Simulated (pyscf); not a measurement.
7 gas-phase steps of one pattern: four-centre exchange on the singlet surface, Cl–H + H–Si or Cl–H + H–Sn or F–H + Ge–H or F–H + H–Si broken and Cl–Si + H–H or Cl–Sn + H–H or F–Ge + H–H or F–Si + H–H formed. PySCF, gas phase, ωB97X-D3(BJ)/def2-SVP geometries. Electronic energies in eV, from the separated reactants; ΔE‡ and ΔE at ωB97M-D3(BJ)/def2-TZVP. Rows were drawn at random from the steps of this pattern with a verified saddle, stable references and no exit in the data more than 5 kcal/mol lower.

```
row                                                   step     ΔE   ΔE‡
---  -----------------------------------------------------  -----  ----
1                                  SiH₄ + HF → F–SiH₃ + H₂  -1.12  1.36
2    H₃Si–SiH(SiH₃)–SiH₃ + HF → F–SiH₂–SiH(SiH₃)–SiH₃ + H₂  -1.03     ?
3              GeH₂ [singlet] + HF → F–GeH: [singlet] + H₂  -0.98  0.12
4                H₃Si–NH–SiH₃ + HCl → H₃Si–NH–SiH₂–Cl + H₂  -0.96  1.29
5              HO–SiH(OH)–OH + HCl → HO–Si(OH)(OH)–Cl + H₂  -0.92  1.29
6                    H₂N–SiH₂–F + HCl → H₂N–SiH(F)–Cl + H₂  -0.91  1.11
7                    HCl + Cl–SnH₂–Cl → Cl–SnH(Cl)–Cl + H₂  -0.63  1.33
```

Q: Fit ΔE‡ = a + b·ΔE to the other rows and predict row 2.

A: Over the 6 complete rows the means are -0.92 (ΔE) and 1.08 (ΔE‡); least squares gives b = 0.51 and a = 1.55 eV, with residuals of 0.43 eV (root mean square; largest 0.93, row 3). For row 2: 1.55 + 0.51 × (-1.03) = 1.02 eV. The computed barrier is 1.31 eV, 0.29 over the line. The scatter is large against the spread of the barriers, so the line says little here. Each barrier is that of the saddle found. Elements up to Kr have no core potential and no relativistic terms here. Elements past Kr carry the def2 core potentials, without spin-orbit coupling.
